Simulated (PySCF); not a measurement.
Compound: C4H7N.
SMILES: `N=C1CCC1`

The closed-shell ground state was solved at several levels (PySCF, density fitting, gas phase, non-relativistic). Isolated species at its PBE0-D3(BJ)/def2-SVP geometry, gas phase.

```tsv
level	basis functions	HOMO (eV)	LUMO (eV)	gap (eV)	dipole (D)
B97-2/pcJ-1	205	-7.01	-0.16	6.85	2.37
B3LYP/def2-TZVP	197	-7.08	-0.41	6.67	2.42
B3LYP/pcJ-0	86	-6.64	-0.16	6.48	2.32
B3LYP/6-31G-J	88	-6.62	-0.04	6.58	2.45
PBE0/pcJ-1	205	-7.27	-0.08	7.19	2.38
PBE0/pcSseg-1	120	-7.29	-0.09	7.20	2.36
KT2/pcJ-1	205	-5.95	-1.10	4.85	2.21
HF/pcJ-1	205	-10.88	3.76	14.64	2.67
```

Q: What might B3LYP/pcJ-1 (205 basis functions) give for the same quantities?

A: HOMO -7.02 eV, LUMO -0.32 eV, gap 6.70 eV, dipole 2.35 D.

Q: Over all these levels, which gives the widest orbital gap and which the narrowest?

A: HF/pcJ-1 (Hartree–Fock, all exact exchange) has the widest, 14.64 eV, and KT2/pcJ-1 (GGA) the narrowest, 4.85 eV. The two share the basis. From the narrowest to the widest the HOMO moves by -4.93 eV and the LUMO by +4.86 eV. The HOMO need not be the same orbital at Hartree–Fock and at DFT levels.

Q: How much does the basis alone move the frontier levels among the 4 B3LYP rows (the withheld one included)?

A: The HOMO by 0.46 eV and the LUMO by 0.37 eV. By rising basis size (HOMO, LUMO in eV): pcJ-0 -6.64, -0.16; 6-31G-J -6.62, -0.04; def2-TZVP -7.08, -0.41; pcJ-1 -7.02, -0.32.

Q: In the pcJ-1 basis, how does the gap go with the fixed share of exact exchange?

A: KT2 (0 %) 4.85 eV; B3LYP (20 %) 6.70 eV; B97-2 (21 %) 6.85 eV; PBE0 (25 %) 7.19 eV; HF (100 %) 14.64 eV. Each rise in the share widens the gap here.

Q: How far do the dipole and the HOMO energy spread over the levels?

A: The dipole runs from 2.21 to 2.67 D (mean 2.39 D) and the HOMO from -10.88 to -5.95 eV.
